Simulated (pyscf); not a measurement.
Structures and frequencies: ωB97X-D3(BJ)/def2-SVP in PySCF.

Estimate the classical barrier height and the reaction energy of `[SiH3][O][InH2]` + `[OH2]` → `[OH][InH2]` + `[OH][SiH3]` at B3LYP-D3(BJ)/def2-TZVP. The step runs on the singlet surface, breaks In–O, H–O and forms In–O, H–O; take the separated reactants as zero.

ΔE‡ = -10.1 kcal/mol, ΔE = +4.6 kcal/mol. ωB97M-D3(BJ)/def2-TZVP gives -9.3 kcal/mol and +4.4 kcal/mol. Zero-point energy shifts the barrier by +0.5 kcal/mol. It is a four-centre exchange, with an imaginary mode of 516i cm⁻¹. On the reactant side the descent ends in an adduct with a In–O contact, 18.4 kcal/mol under the separated species and 8.0 kcal/mol under the saddle at ωB97X-D3(BJ)/def2-TZVP. On the product side the descent ends in an adduct with a In–O contact, 17.7 kcal/mol under the separated species and 1.5 kcal/mol under the saddle at ωB97X-D3(BJ)/def2-TZVP. At B3LYP-D3(BJ) the saddle lies under the separated reactants, which points to a path from their complex (located at ωB97X-D3(BJ) alone). At B3LYP-D3(BJ) the saddle lies under the separated products, which points to a path from their complex (located at ωB97X-D3(BJ) alone), and parting the products costs more than the saddle. What is counted as formed (In–O) is already present as a longer contact in the reactant adduct; forming that adduct is a step of its own. What is counted as broken (In–O) persists as a longer contact in the product adduct; parting that adduct is a step of its own. One saddle was located; it need not be the lowest between these sides. Elements past Kr carry the def2 core potentials, without spin-orbit coupling.
